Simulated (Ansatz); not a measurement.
Ideal-gas functions of phosphine, H$_{3}$P at 800 K and 1 bar, from an Ansatz frequency run at PBE0-D4/def2-TZVP.

Molar mass 34.0 g/mol, point group C3v (symmetry number 3), electronic degeneracy 1, moments of inertia 3.793, 3.793, 4.284 u Å². Harmonic wavenumbers (cm⁻¹, unscaled): 1004, 1134, 1134, 2412, 2424, 2424.

Use S(trans) = R[1.5 ln M + 2.5 ln T − 1.1517]; rotational temperatures θ = 24.2544 K / I; S(rot) = R[ln(√π/σ · √(T³/θAθBθC)) + 1.5]; for each mode x = 1.438777 ν̃/T, S = R[x/(eˣ − 1) − ln(1 − e⁻ˣ)] and H = RT x/(eˣ − 1); 1 cm⁻¹ = 0.0119627 kJ/mol; R = 8.31446 J/(mol·K).

Q: By hand: the entropy, in J/(mol·K).

A: Translation 173.4. Rotation: θ = 6.3945, 6.3945, 5.6616 K, giving 68.8. Vibration, mode by mode: 4.45, 3.69, 3.69, 0.59, 0.58, 0.58, in all 13.6. Electronic 0.0. Sum 255.8 J/(mol·K).

Q: By hand: H − E and G − E in kJ/mol, counted from the electronic energy.

A: Zero-point energy ½ × 10532 × 0.0119627 = 63.0; thermal vibration 7.6; translation, rotation and pV give 4 RT = 26.6. H − E = 97.2 kJ/mol, and G − E = 97.2 − 800 × 255.8/1000 = -107.4 kJ/mol.

Vibration gives 5 % of the entropy.
